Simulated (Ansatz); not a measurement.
System: fcc Au. Method: PBE (plane waves, PAW; Ansatz, a quantum-chemistry and plane-wave program).

Numerical settings: plane-wave cutoff 520 eV, 20×20×20 k mesh, Fermi–Dirac smearing 0.1 eV, perturbation theory, scalar-relativistic PAW data made under PBE.

Computed at the level's own relaxed cell.

```xyz
1
Lattice="0.0000 2.0792 2.0792 2.0792 0.0000 2.0792 2.0792 2.0792 0.0000" Properties=species:S:1:pos:R:3 pbc="T T T"
Au     0.0000     0.0000     0.0000
```

Harmonic phonon frequencies (cm⁻¹; i marks an imaginary mode):

```csv
q point,frequencies
X,77 77 134
L,53 53 137
W,73 105 105
```

No imaginary mode appears at these points.
